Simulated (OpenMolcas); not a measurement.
# HOF (hypofluorous acid): a chain of runs

We compute a series of 10 runs (HF/ANO-R0, CASSCF(14,9)/ANO-R1, CASPT2(14,9)/ANO-R1) of FHO. 

Program for the calculation: OpenMolcas 26.06.

## (1) The structure to begin with

HOF has 3 atoms, charge 0, and is taken as a singlet. SMILES: `OF`. Geometry: relaxed at GFN2-xTB.

Bond lengths: O1–F2 1.386 Å, O1–H3 0.971 Å. Angles: F2–O1–H3 102.3°.

## (2) The energy at HF/ANO-R0 (sfX2C) (run 1)

File step1.input:

```
* FHO Hartree-Fock
>>> EXPORT MOLCAS_PRINT=2

&GATEWAY
 Coord
 3
 bohr
 O      0.78315920    -0.37254061     0.39457481
 F     -0.40062194     1.92835213    -0.00910848
 H     -0.38253726    -1.55581152    -0.38546633
 Basis
 ANO-R0
 Group
 NoSym

&SEWARD

&SCF
 PrOrbitals
 0
```

Command:

```bash
$ export MOLCAS_MEM=1860
$ pymolcas step1.input > step1.log
```

What it wrote, cut to the lines that bear on the results:

```text
--- Start Module: gateway ---
[...]
--- Stop Module: gateway /rc=_RC_ALL_IS_WELL_ ---
--- Start Module: seward ---
[...]
      Basis functions           11
--- Stop Module: seward /rc=_RC_ALL_IS_WELL_ ---
--- Start Module: scf ---
[...]
       Convergence after   9 Iterations
[...]
::    Total SCF energy                               -174.6361085718
[...]
      Total spin, S                                     0.0000000000
[...]
      Total electronic charge=   18.000000
      Total            charge=   -0.000000
[...]
      Dipole Moment (debye):
      Origin of the operator (angstrom)=    0.0666    0.4279    0.0845
                   X= -9.8893E-01               Y= -1.2436E+00               Z= -6.8835E-01           Total=  1.7316E+00
      Quadrupole Moment (debye*angstrom):
[...]
--- Stop Module: scf /rc=_RC_ALL_IS_WELL_ ---
[...]
```

Wall time 1.9 s (1 thread of Arm Neoverse V1, shared host); peak memory 0.38 GiB.

## (3) A single-point energy at CASSCF(14,9)/ANO-R1 (sfX2C, RICD fitting) (run 2)

File step2.inp:

```
* FHO CASSCF
>>> EXPORT MOLCAS_PRINT=2
&GATEWAY
Coord
3
bohr
O      0.78315920    -0.37254061     0.39457481
F     -0.40062194     1.92835213    -0.00910848
H     -0.38253726    -1.55581152    -0.38546633
Basis = ANO-R0
Group = NoSym
&SEWARD
&RASSCF
FileOrb = $CurrDir/step1.ScfOrb
Spin = 1
Nactel = 14 0 0
Inactive = 2
Ras2 = 9
OrbListing = Nothing
>>> COPY $Project.RunFile RUNFIL1
>>> COPY $Project.RasOrb INPORB
&GATEWAY
Coord
3
bohr
O      0.78315920    -0.37254061     0.39457481
F     -0.40062194     1.92835213    -0.00910848
H     -0.38253726    -1.55581152    -0.38546633
Basis = ANO-R1
Group = NoSym
RICD
&SEWARD
>>> COPY $Project.RunFile RUNFIL2
&EXPBAS
&RASSCF
FileOrb = $Project.ExpOrb
Spin = 1
Nactel = 14 0 0
Inactive = 2
Ras2 = 9
OrbListing = Nothing
OrbAppear = Compact
```

Command:

```bash
$ export MOLCAS_MEM=1860
$ pymolcas step2.inp > step2.log
```

What it wrote, cut to the lines that bear on the results:

```text
--- Start Module: gateway ---
[...]
--- Stop Module: gateway /rc=_RC_ALL_IS_WELL_ ---
[...]
      Basis functions           11
[...]
      Number of active orbitals                  9
[...]
      Spin quantum number                      0.0
[...]
      Active orbitals                            9
[...]
      Number of CSFs                           540
[...]
      Number of root(s) required                 1
[...]
      Convergence after  6 iterations
[...]
      printout of CI-coefficients larger than  0.05 for root  1
      energy=    -174.723083
      conf/sym  111111111     Coeff  Weight
             1  222222200  -0.96968 0.94027
             8  222220220   0.10541 0.01111
            18  2222ud2ud  -0.05018 0.00252
            36  222202202   0.19202 0.03687
      Natural orbitals and occupation numbers for root  1
      sym 1:   1.999213   1.996139   1.999017   1.999585   1.918504   1.969653   1.996550   0.033469   0.087870
      ************************************************************************************************************************
      *                                                    Final results                                                     *
[...]
::    RASSCF root number  1 Total energy:   -174.72308344
[...]
      Basis functions           33
[...]
--- Start Module: expbas ---
[...]
--- Stop Module: expbas /rc=_RC_ALL_IS_WELL_ ---
--- Start Module: rasscf ---
[...]
      Convergence after 13 iterations
[...]
      Natural orbitals and occupation numbers for root  1
      sym 1:   1.999402   1.997463   1.999520   1.999705   1.929018   1.976638   1.998198   0.024131   0.075924
      ************************************************************************************************************************
      *                                                    Final results                                                     *
[...]
::    RASSCF root number  1 Total energy:   -175.02257288
[...]
      Total electronic charge=   18.000000
      Total            charge=   -0.000000
[...]
      Dipole Moment (debye):
      Origin of the operator (angstrom)=    0.0666    0.4279    0.0845
                   X= -8.9633E-01               Y= -1.5057E+00               Z= -6.6587E-01           Total=  1.8745E+00
      Quadrupole Moment (debye*angstrom):
[...]
--- Stop Module: rasscf /rc=_RC_ALL_IS_WELL_ ---
[...]
```

Run time: 5.4 s. Hardware: 1 thread of Arm Neoverse V1, shared host; peak memory 0.38 GiB.

Runs 3 to 9 aren't shown in full; the table further down has their settings and results.

## (4) The distorted shape: a single-point energy at CASPT2(14,9)/ANO-R1 (sfX2C, RICD fitting, ipea shift 0.25 Eh, pt2 variant SS, sigma2 shift 0.5) (run 10)

File step10.input:

```
* FHO CASPT2
&GATEWAY
Coord
3
angstrom
O        0.722855       0.115935       0.415187
F        0.096425       1.333515       0.201567
H       -0.202430      -0.823300      -0.203980
Basis=ANO-R1
Group=NoSym
RICD
&SEWARD
&RASSCF
FileOrb=$CurrDir/step2.RasOrb
Spin=1
Nactel=14 0 0
Inactive=2
Ras2=9
OrbListing=Nothing
OrbAppear=Compact
&CASPT2
Sig2=0.5
```

Command:

```bash
$ export MOLCAS_MEM=1860
$ pymolcas step10.input > step10.log
```

What it wrote, cut to the lines that bear on the results:

```text
--- Start Module: gateway ---
[...]
--- Stop Module: gateway /rc=_RC_ALL_IS_WELL_ ---
[...]
      Basis functions           33
[...]
--- Start Module: rasscf ---
[...]
      Number of active orbitals                  9
[...]
      Spin quantum number                      0.0
[...]
      Active orbitals                            9
[...]
      Number of CSFs                           540
[...]
      Number of root(s) required                 1
[...]
      Convergence after  9 iterations
[...]
      printout of CI-coefficients larger than  0.05 for root  1
      energy=    -174.949833
      conf/sym  111111111     Coeff  Weight
             1  222222200  -0.94663 0.89611
             8  222220220   0.24277 0.05894
            18  2222ud2ud  -0.05435 0.00295
            36  222202202   0.17565 0.03085
      Natural orbitals and occupation numbers for root  1
      sym 1:   1.999384   1.995766   1.997368   1.999693   1.924640   1.871382   1.997929   0.133403   0.080435
      ************************************************************************************************************************
      *                                                    Final results                                                     *
[...]
::    RASSCF root number  1 Total energy:   -174.94983260
[...]
      Total electronic charge=   18.000000
      Total            charge=   -0.000000
[...]
      Dipole Moment (debye):
      Origin of the operator (angstrom)=    0.3664    0.7322    0.2851
                   X= -7.2420E-01               Y= -1.2225E+00               Z= -5.3867E-01           Total=  1.5196E+00
      Quadrupole Moment (debye*angstrom):
[...]
--- Stop Module: rasscf /rc=_RC_ALL_IS_WELL_ ---
[...]
--- Start Module: caspt2 ---
[...]
      E2 (Variational):          -0.2910443804
      Total energy:            -175.2408769809
[...]
      Reference weight:           0.93781
[...]
::    CASPT2 Root  1     Total energy:   -175.24087698
[...]
--- Stop Module: caspt2 /rc=_RC_ALL_IS_WELL_ ---
[...]
```

It took 4.5 s on 1 thread of Arm Neoverse V1, shared host; peak memory 0.1 GiB.

## (5) Overview of the runs

```tsv
run	level	integral approximation	active rule	partner	energy (Eh)	dipole moment (D) of the reference	wall time
1	HF/ANO-R0 (sfX2C)	none	–	base	-174.636109	1.73	1.9 s
2	CASSCF(14,9)/ANO-R1 (sfX2C, RICD fitting)	RICD	full valence	base	-175.022573	1.87	5.4 s
3	CASPT2(14,9)/ANO-R1 (sfX2C, RICD fitting, ipea shift 0.25 Eh, pt2 variant SS, sigma2 shift 0.1)	RICD	full valence	base	-175.322661	1.87	4.2 s
4	CASPT2(14,9)/ANO-R1 (sfX2C, RICD fitting, ipea shift 0.25 Eh, pt2 variant SS, sigma2 shift 0.1)	RICD	full valence	O1–H3 1.46 Å	-175.240877	1.52	5.1 s
5	CASPT2(14,9)/ANO-R1 (sfX2C, RICD fitting, ipea shift 0.25 Eh, pt2 variant SS, sigma2 shift 0.2)	RICD	full valence	base	-175.322661	1.87	4.2 s
6	CASPT2(14,9)/ANO-R1 (sfX2C, RICD fitting, ipea shift 0.25 Eh, pt2 variant SS, sigma2 shift 0.2)	RICD	full valence	O1–H3 1.46 Å	-175.240877	1.52	4.5 s
7	CASPT2(14,9)/ANO-R1 (sfX2C, RICD fitting, ipea shift 0.25 Eh, pt2 variant SS, sigma2 shift 0.3)	RICD	full valence	base	-175.322661	1.87	4.2 s
8	CASPT2(14,9)/ANO-R1 (sfX2C, RICD fitting, ipea shift 0.25 Eh, pt2 variant SS, sigma2 shift 0.3)	RICD	full valence	O1–H3 1.46 Å	-175.240877	1.52	4.8 s
9	CASPT2(14,9)/ANO-R1 (sfX2C, RICD fitting, ipea shift 0.25 Eh, pt2 variant SS, sigma2 shift 0.5)	RICD	full valence	base	-175.322661	1.87	4.2 s
10	CASPT2(14,9)/ANO-R1 (sfX2C, RICD fitting, ipea shift 0.25 Eh, pt2 variant SS, sigma2 shift 0.5)	RICD	full valence	O1–H3 1.46 Å	-175.240877	1.52	4.5 s
```

## (6) Summary of results

```
                                                                                      quantity          value
                                                         distorted shape, run 10: total energy  -175.24088 Eh
                                       distorted shape, run 10: dipole moment (CASSCF density)         1.52 D
energy change with the O1–H3 bond stretched from 0.971 to 1.457 Å, CASPT2(14,9)/ANO-R1 (run 3)       2.225 eV
energy change with the O1–H3 bond stretched from 0.971 to 1.457 Å, CASPT2(14,9)/ANO-R1 (run 5)       2.225 eV
energy change with the O1–H3 bond stretched from 0.971 to 1.457 Å, CASPT2(14,9)/ANO-R1 (run 7)       2.225 eV
energy change with the O1–H3 bond stretched from 0.971 to 1.457 Å, CASPT2(14,9)/ANO-R1 (run 9)       2.225 eV
```

**Reading.** At CASPT2(14,9)/ANO-R1: with the O1–H3 bond stretched from 0.971 to 1.457 Å the energy rises by 2.23 eV (215 kJ/mol). The first shape isn't relaxed at this level, so the change isn't measured from a minimum. In run 1 the basis is minimal, so the values are rough. All runs together took 43 s, the longest 5.4 s.
